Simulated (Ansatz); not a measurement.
Relaxing ZnSb₃

Theory: Ansatz, DFT PBE, scalar-relativistic, plane waves, PAW. Cutoff 420 eV, Γ-centred k mesh, Gaussian smearing, no spin polarisation in the final step.

This is the end of a relaxation of cell and atoms.

```
Zn Sb
1.0
     0.00000    3.69384    3.69384
     3.69384    0.00000    3.69384
     3.69384    3.69384    0.00000
Zn Sb
1 3
Direct
  0.00000 0.00000 0.00000
  0.50000 0.50000 0.50000
  0.25000 0.25000 0.25000
  0.75000 0.75000 0.75000
```

Formation energies are uncorrected and refer to the elements' standard structures at the same level.

(1) What space group does it have?

(2) How far does it lie from the elements in energy?

(3) Is it a metal?

Answers

(1) Fm-3m (No. 225). Conventional cell: a = 7.388 Å. Zn has 8 Sb at 3.20 Å and 6 Sb at 3.69 Å; around Sb on Wyckoff site b (1 atom of the primitive cell) lie 8 Sb at 3.20 Å and 6 Zn at 3.69 Å; Sb on Wyckoff site c (2 atoms of the primitive cell) has 4 Sb at 3.20 Å, 4 Zn at 3.20 Å and 6 Sb at 3.69 Å.

(2) 0.26 eV/atom.

(3) Yes, bands cross the Fermi level on the 14×14×14 mesh.

The final run used a 14×14×14 mesh on its 4-atom cell and 0.10 eV smearing. For metals, differences of a few meV/atom aren't resolved. Spin–orbit coupling is left out. The cell came from a trial start, so ZnSb₃ may not exist in this structure.

Cost: 2 runs of about 10 core-minutes in all, on Intel Xeon 6975P-C (Granite Rapids) (shared hosts).